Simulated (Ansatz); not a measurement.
# CF3: rigid scan of one bond length

How does the energy of CF3 change as one bond is stretched? Wanted for CF3: a rigid scan of one bond length.

Computed with Ansatz 0.2.0, driven from Python. Level of theory: MP2/cc-pVDZ.

### Step 1. Starting point

Bond lengths: F1–C2 1.320 Å, C2–F3 1.320 Å, C2–F4 1.321 Å. Angles: F1–C2–F3 112.2°, F1–C2–F4 112.1°, F3–C2–F4 112.1°.

No structure file is read: the coordinates are typed or built in the script.

### Step 2. The script

scan_cf3.py reads:

```python
import ansatz as az
import numpy as np


def main() -> None:
    geometry = (
        az.Crystal.molecule()
        .atom("F", (-1.24053, 0.02422, 0.26301))
        .atom("C", (-0.03811, -0.05747, -0.27469))
        .atom("F", (0.66499, -1.0564, 0.22458))
        .atom("F", (0.61365, 1.08964, -0.2129))
    )

    symbols = [site.symbol for site in geometry.cartesian_sites]
    start = np.array([site.position_ang for site in geometry.cartesian_sites])
    axis = (start[3] - start[1]) / np.linalg.norm(start[3] - start[1])
    moving = [3]
    lengths, energies = [1.162, 1.215, 1.268, 1.321, 1.374, 1.426, 1.479, 1.559], []
    for length in lengths:
        xyz = start.copy()
        xyz[moving] += (length - np.linalg.norm(start[3] - start[1])) * axis
        point = az.Crystal.molecule()
        for symbol, place in zip(symbols, xyz):
            point = point.atom(symbol, place.tolist())
        calc = (
            point.calculation()
            .basis(gaussian="cc-pVDZ")
            .correlation("MP2")
            .spin("collinear", total=1)
        )
        r = calc.run(threads=1, backend="cpu").report
        energies.append(r["free_energy_ev"])
        print(f"r = {length:6.3f} A  E = {energies[-1]:.5f} eV  <S^2> = {abs(r['mean_field']['state']['spin_squared']):.3f}")

    fit = np.polynomial.Polynomial.fit(lengths, np.array(energies) - min(energies), 4).convert()
    roots = [r.real for r in fit.deriv().roots() if abs(r.imag) < 1e-9 and fit.deriv(2)(r.real) > 0]
    r_e = min(roots, key=lambda r: abs(r - lengths[int(np.argmin(energies))]))
    print(f"minimum of the fit at {r_e:.4f} A, force constant {fit.deriv(2)(r_e):.2f} eV/A^2")


if __name__ == "__main__":
    main()
```

### Step 3. The calls as engine input

The package turns the script's settings into the engine's input (first run):

```yaml
crystal:
  periodic: [false, false, false]
  atoms:
    - { symbol: F, position_ang: [-1.24053, 0.02422, 0.26301] }
    - { symbol: C, position_ang: [-0.03811, -0.05747, -0.27469] }
    - { symbol: F, position_ang: [0.66499, -1.0564, 0.22458] }
    - { symbol: F, position_ang: [0.5352957217684311, 0.9517349795903168, -0.22032836450829854] }
basis:
  gaussian:
    orbitals: cc-pVDZ
magnetization:
  spin_polarized: true
  initial_magnetization: 1.0
correlation:
  method: mp2
```

### Step 4. Launch

Started as:

```sh
$ python scan_cf3.py
```

Q: Predict the main results. Wanted: range of energy; lowest point, distance.

**Answer**, as computed:

```
                        quantity     value
bond length at the fit's minimum  1.3242 Å
                   runs compared         8
                 range of energy  0.819 eV
      lowest point, distance (Å)      1.32
```

**Reading.** The curve has its lowest point inside the range, at 1.32. The ends stand 0.819 and 0.729 eV above it. The distance scanned is the script's pair 1, 3. Reading the output:
- Total energies depend on the basis set; only differences at equal settings carry meaning.
- The rest of the molecule is held rigid at a force-field or estimated start geometry, and the basis set is modest; single-reference methods fail as a bond breaks.
- The species is open-shell (spin multiplicity 2).
